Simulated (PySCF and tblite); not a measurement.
Results of a calculation; reference values are marked as such.
## butadiene, C4H6, numbered as in [CH2:1]=[CH:2][CH:3]=[CH2:4]: conformational analysis

Level: BP86-D3(BJ)/def2-TZVP//PBE0-D3(BJ)/def2-SVP, thermal terms from GFN2-xTB, symmetry numbers and mirror pairs counted. Conformers within 3 kcal/mol (GFN2-xTB free energy) were kept, 4 at most. GIAO shieldings: wB97X-D/pcSseg-1. Shifts are against TMS (¹H), TMS (¹³C) at the same level; of two unlike H on one atom, a is the less shielded. (PySCF 2.14, tblite 0.8.)

Torsions listed: C1–C2–C3–C4. Of a mirror pair one member is shown.

| conformer | shape | symmetry | E(GFN2) kcal/mol | E(DFT) kcal/mol | G(298.15 K) kcal/mol | weight % | dipole D |
| --- | --- | --- | --- | --- | --- | --- | --- |
| 1 | 180° | C2h | 0.00 | 0.00 | 0.00 | 99.2 | 0.00 |
| 2 | 30° | C2 (pair) | 2.29 | 3.46 | 2.83 | 0.8 | 0.12 |

Weights (%) against temperature:

| T (K) | 1 | 2 | S(mix) cal/mol/K |
| --- | --- | --- | --- |
| 200 | 99.9 | 0.1 | 0.01 |
| 250 | 99.7 | 0.3 | 0.04 |
| 298.15 | 99.2 | 0.8 | 0.11 |
| 350 | 98.1 | 1.9 | 0.21 |
| 400 | 96.6 | 3.4 | 0.34 |

Averaged shifts at 298.15 K. ¹H: 6.42 (H2/H3, 2H), 5.48 (H1a/H4a, 2H), 5.42 (H1b/H4b, 2H) ppm. ¹³C: 146.5 (C2/C3), 126.7 (C1/C4) ppm.

Coordinates of conformer 1 (Å):

```xyz
10

C     1.838    0.080    0.000
C     0.623   -0.407    0.288
C    -0.550    0.415    0.537
C    -1.765   -0.071    0.829
H     2.691   -0.579   -0.179
H     2.017    1.157   -0.067
H     0.479   -1.492    0.348
H    -0.406    1.501    0.479
H    -1.944   -1.149    0.895
H    -2.618    0.588    1.009
```

Coordinates of conformer 2 (Å):

```xyz
10

C    -1.421   -0.704    0.216
C    -0.830    0.390   -0.281
C     0.579    0.755   -0.109
C     1.595   -0.102    0.051
H    -2.476   -0.914    0.026
H    -0.875   -1.416    0.842
H    -1.440    1.098   -0.856
H     0.800    1.829   -0.133
H     1.441   -1.185    0.029
H     2.619    0.253    0.193
```

Shifts are unscaled: against experiment ¹³C can be off by 15 ppm or more and ¹H by 0.8 ppm.
